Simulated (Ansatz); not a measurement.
# C6H12 (1-hexene) at r2SCAN/6-31G(d) (spherical functions)

Aim: the energy change on altering one bond length of C6H12 (1-hexene) at r2SCAN/6-31G* (spherical functions), from 2 runs. 

The calculation is run with Ansatz 0.2.0.

30 further runs of the same task are left out: 30 set aside as unsound or not needed.

### Step 1. Starting point

C6H12 has 18 atoms, charge 0, and is taken as a singlet. SMILES: `C=CCCCC`. The coordinates come from a PBE0-D4/def2-TZVP relaxation. This is one conformer, not always the lowest.

Some bond lengths: C1–C2 1.326 Å, C2–C3 1.492 Å, C3–C4 1.531 Å, C4–C5 1.524 Å, C5–C6 1.520 Å, C1–H7 1.084 Å, C1–H8 1.086 Å, C2–H9 1.089 Å, C3–H10 1.097 Å, C3–H11 1.094 Å, C4–H12 1.096 Å, C4–H13 1.095 Å, C5–H14 1.095 Å, C5–H15 1.095 Å, C6–H16 1.092 Å, C6–H17 1.094 Å. Some angles: C1–C2–C3 124.9°, C2–C3–C4 113.7°, C3–C4–C5 115.3°, C4–C5–C6 114.1°, C1–C2–H9 118.5°, C3–C2–H9 116.6°, C2–C1–H7 121.7°, C2–C1–H8 121.3°, C2–C3–H10 109.2°, C2–C3–H11 109.2°.

### Step 2. A single-point energy at r2SCAN/6-31G(d) (spherical functions)

The input, molecule.yaml:

```yaml
crystal:
  periodic: [false, false, false]
  atoms:
    - symbol: C
      position_ang: [0.557260, -2.464680, -1.410260]
    - symbol: C
      position_ang: [0.256910, -1.557210, -0.491470]
    - symbol: C
      position_ang: [1.057370, -0.329250, -0.211220]
    - symbol: C
      position_ang: [0.323130, 0.973080, -0.541800]
    - symbol: C
      position_ang: [-0.989470, 1.187860, 0.202760]
    - symbol: C
      position_ang: [-0.845170, 1.224200, 1.715550]
    - symbol: H
      position_ang: [-0.065590, -3.336430, -1.575290]
    - symbol: H
      position_ang: [1.443620, -2.368500, -2.030700]
    - symbol: H
      position_ang: [-0.640990, -1.700710, 0.106950]
    - symbol: H
      position_ang: [1.345430, -0.320820, 0.846750]
    - symbol: H
      position_ang: [1.988200, -0.368130, -0.784830]
    - symbol: H
      position_ang: [0.995820, 1.811240, -0.325440]
    - symbol: H
      position_ang: [0.130050, 0.999120, -1.619240]
    - symbol: H
      position_ang: [-1.426830, 2.131340, -0.139440]
    - symbol: H
      position_ang: [-1.706150, 0.409590, -0.080020]
    - symbol: H
      position_ang: [-1.797970, 1.454720, 2.197410]
    - symbol: H
      position_ang: [-0.124150, 1.987240, 2.023900]
    - symbol: H
      position_ang: [-0.501450, 0.267350, 2.116390]
basis:
  gaussian:
    orbitals: 6-31G_st_-spherical.json
hamiltonian:
  xc: {name: r2SCAN}
accuracy: high
output: {orbitals: {seedname: orbitals}}
```

The basis set 6-31G* is read from a file made from the Basis Set Exchange's data (not shown).

Launch:

```bash
$ ansatz run molecule.yaml --threads 1 --pin off --max-ram 3480MiB --events-out events.jsonl --progress --plain --runs-dir runs
```

Standard output:

```text
Warning: RAYON_NUM_THREADS=1 ignored (pool sized by the plan → 1); use --threads N
Functional definition: r2SCAN
  name "r2SCAN"
  parameter k0 = 0.174
  parameter k1 = 0.065
  parameter a1 = 4.9479
  exchange = r2scan_x(k0 = k0, k1 = k1, a1 = a1)
  correlation = r2scan_c
2830 factors; integrals over basis functions are off by at most 3.4e-9 eV
mean field evaluation 1: about -6401.8905 eV, gradient 6.6e1 eV
mean field evaluation 2: about -6395.9778 eV, gradient 8.1e1 eV
mean field evaluation 4: about -6412.9023 eV, gradient 5.9e0 eV
mean field evaluation 8: about -6412.9801 eV, gradient 8.4e-2 eV
mean field evaluation 16: about -6412.9801 eV, gradient 3.5e-6 eV
mean field -6412.98012037 eV, -235.6726725494 hartree, gradient 5.1e-8 eV, S^2 0.000000; 0 other end points of the search recorded, 0 dependent functions left out
reference -6412.98012102 eV, -235.6726725736 hartree; 24, 24 occupied and 84, 84 virtual orbitals, 2830 factors
Total energy: -6412.98012102 eV, -235.6726725736 hartree
```

It took 26 s on 1 thread of Arm Neoverse V1, shared host; peak memory 0.45 GiB.

### Step 3. The distorted shape at the same level

The input, job.yaml:

```yaml
crystal:
  periodic: [false, false, false]
  atoms:
    - {symbol: C, position_ang: [0.413224, -2.468895, -1.939268]}
    - {symbol: C, position_ang: [0.112874, -1.561425, -1.020478]}
    - {symbol: C, position_ang: [0.913334, -0.333465, -0.740228]}
    - {symbol: C, position_ang: [0.179094, 0.968865, -1.070808]}
    - {symbol: C, position_ang: [-1.133506, 1.183645, -0.326248]}
    - {symbol: C, position_ang: [-0.989206, 1.219985, 1.186542]}
    - {symbol: H, position_ang: [-0.209626, -3.340645, -2.104298]}
    - {symbol: H, position_ang: [1.299584, -2.372715, -2.559708]}
    - {symbol: H, position_ang: [-0.785026, -1.704925, -0.422058]}
    - {symbol: H, position_ang: [1.345430, -0.320820, 0.846750]}
    - {symbol: H, position_ang: [1.844164, -0.372345, -1.313838]}
    - {symbol: H, position_ang: [0.851784, 1.807025, -0.854448]}
    - {symbol: H, position_ang: [-0.013986, 0.994905, -2.148248]}
    - {symbol: H, position_ang: [-1.570866, 2.127125, -0.668448]}
    - {symbol: H, position_ang: [-1.850186, 0.405375, -0.609028]}
    - {symbol: H, position_ang: [-1.942006, 1.450505, 1.668402]}
    - {symbol: H, position_ang: [-0.268186, 1.983025, 1.494892]}
    - {symbol: H, position_ang: [-0.645486, 0.263135, 1.587382]}
basis:
  gaussian: {orbitals: 6-31G_st_-spherical.json}
hamiltonian: {xc: r2scan}
accuracy: high
output: {orbitals: {seedname: orbitals}}
```

The basis set 6-31G* is read from a file made from the Basis Set Exchange's data (not shown).

Launch:

```bash
$ ansatz run job.yaml --threads 1 --pin off --max-ram 3480MiB --events-out events.jsonl --progress --plain --runs-dir runs
```

Standard output, shortened:

```text
Warning: RAYON_NUM_THREADS=1 ignored (pool sized by the plan → 1); use --threads N
[... 7 set-up lines as earlier in the session ...]
2834 factors; integrals over basis functions are off by at most 8.1e-9 eV
mean field evaluation 1: about -6399.2358 eV, gradient 6.7e1 eV
mean field evaluation 2: about -6388.8498 eV, gradient 8.8e1 eV
mean field evaluation 4: about -6411.0093 eV, gradient 6.8e0 eV
mean field evaluation 8: about -6411.1174 eV, gradient 1.9e-1 eV
mean field evaluation 16: about -6411.1175 eV, gradient 1.6e-5 eV
mean field -6411.11748267 eV, -235.6042218767 hartree, gradient 5.9e-8 eV, S^2 0.000000; 0 other end points of the search recorded, 0 dependent functions left out
reference -6411.11748334 eV, -235.6042219011 hartree; 24, 24 occupied and 84, 84 virtual orbitals, 2834 factors
Total energy: -6411.11748334 eV, -235.6042219011 hartree
```

Wall time 27 s (1 thread of Arm Neoverse V1, shared host); peak memory 0.45 GiB.

### Step 4. What came out

At r2SCAN/6-31G* (spherical functions):

| quantity | value |
| --- | --- |
| first shape: total energy | -235.67267 Eh |
| first shape: HOMO energy | -6.13 eV |
| first shape: LUMO energy | 0.03 eV |
| first shape: HOMO–LUMO gap | 6.16 eV |
| distorted shape: total energy | -235.60422 Eh |
| distorted shape: HOMO energy | -6.12 eV |
| distorted shape: LUMO energy | -0.96 eV |
| distorted shape: HOMO–LUMO gap | 5.17 eV |
| energy change with the C3–H10 bond stretched from 1.097 to 1.645 Å | 1.863 eV |

What this shows: With the C3–H10 bond stretched from 1.097 to 1.645 Å the energy rises by 1.86 eV (43 kcal/mol). The first shape isn't relaxed at this level, so the change isn't measured from a minimum.
